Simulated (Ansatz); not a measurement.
# Energy profile

The step: SiH₃Cl ([SiH3][Cl]) + NH₃ → SiNH₅ ([NH2][SiH3]) + HCl; bonds formed: Si1–N7, Cl2–H6; bonds broken: Si1–Cl2, H6–N7 (atoms numbered as in the saddle structure below).

Si1  (-0.898, 0.105, -0.245)
Cl2  (1.063, -1.229, -1.718)
H3  (-0.859, 0.934, -1.457)
H4  (-1.703, 0.873, 0.761)
H5  (-1.444, -1.259, -0.250)
H6  (1.304, -0.392, -0.081)
N7  (0.732, 0.165, 0.654)
H8  (1.090, 1.107, 0.780)
H9  (0.715, -0.303, 1.555)
(Å)

Electronic energies by CCSD(T) at an estimated basis limit (MP2 extrapolated from triple and quadruple zeta, plus CCSD(T) − MP2 in triple zeta), on PBE0-D4/def2-TZVP structures; SiNH6Cl, closed shell; no counterpoise correction. Ansatz 0.2.0; basis: def2-TZVPP and def2-QZVPP; cores frozen in the correlated methods. Extrapolation: Hartree–Fock as exp(−7.88 √X), correlation as X^−2.97.

Question: Give the profile in kcal/mol, counted from the separated reactants. (Judge from chemistry; the value comes from the calculation.)

Answer: The calculation gives:
| point | kcal/mol |
| --- | --- |
| separated: SiH3Cl (linked as [SiH3][Cl]; Si1, Cl2, H3, H4, H5; singlet) + NH3 (H6, N7, H8, H9; singlet) | 0.00 |
| start structure | -2.96 |
| saddle | 13.47 |
| end structure | 6.24 |
| separated: SiNH5 (linked as [NH2][SiH3]; Si1, H3, H4, H5, N7, H8, H9; singlet) + HCl (Cl2, H6; singlet) | 12.34 |

The T1 diagnostic stays at or below 0.010.

The step is the kind of exchange with an N–H group that builds nitride films in atomic layer and chemical vapour deposition.

For scale, one of the runs: CCSD(T)/def2-TZVPP, 199 basis functions, launched by `ansatz run in.yaml --threads 2 --pin off --events-out ev --progress --plain --max-ram 4352MiB`. Hardware: 2 CPU threads of an Intel Xeon Platinum 8488C, shared host. Wall time 36 s; peak host memory 2.3 GiB.
